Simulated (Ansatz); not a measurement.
# How far a parabola holds: energy against volume of fcc Pt

We consider fcc Pt, described by LDA (Ansatz, an electronic-structure program, PAW). Run with plane-wave cutoff 520 eV, 24×24×24 k mesh, Fermi–Dirac smearing 0.05 eV, scalar-relativistic PAW data made under PBE. The cell has no free parameter but its volume, all volumes share cutoff and mesh, and the runs aren't spin-polarised. Energies are free energies at the run's smearing, counted from the lowest row; static lattice.

```
V (Å³/atom)  E (meV/atom)
-----------  ------------
14.173              24.44
14.469               5.80
14.764               0.00
15.059               5.52
15.354              21.01
15.650                  ?
```

Fit E of the 5 rows that show it with a parabola. With u = V - 14.8, the rows have u = -0.6270, -0.3310, -0.0360, 0.2590, 0.5540. Least squares gives E = -0.009 + 2.327·u + 65.191·u². Residuals (row less fit): 0.280, -0.563, 0.008, 0.553, -0.278; standard error 0.624 (degrees of freedom: 2). The fitted curve has its minimum at V = 14.8, where E = -0.03. Its curvature is d²E/dV² = 2 × 65.191 meV/Å⁶, so B = V0·d²E/dV² × 0.1602 = 309 GPa.

Question: What does the fit predict for E at V = 15.650, and how far is the calculated value from it?

Answer: u = 0.8500, so E = -0.009 + 2.327 × 0.8500 + 65.191 × 0.8500² = 49.069 meV/atom. The calculation gives 45.27 meV/atom, 3.799 meV/atom below the prediction (8.4 % of the range of E in the table). The row lies outside the fitted rows, so this is an extrapolation. From the scatter of the fitted rows alone, a prediction at this place has a standard error of 1.479 meV/atom, so the miss is 2.6 times that.

The residuals are curvature that a parabola lacks, not noise. A solid that stiffens under compression and softens on expansion lies above the parabola at the compressed end and under it at the expanded end, as this row does. A third-order Birch-Murnaghan fit to the whole scan has B0 = 307 GPa. Only scans are tabulated whose curvature falls smoothly with volume, and where the parabola meets the shown rows within 5 % of their range and misses the end by 0.1 meV or more.

Measured, for comparison: bulk modulus 289 GPa (corrected for temperature and zero-point phonon effects; as tabulated in Levämäki et al. (2014), arXiv:1402.3671). Computed less measured: bulk modulus +6 %.

Spin–orbit coupling is not included.
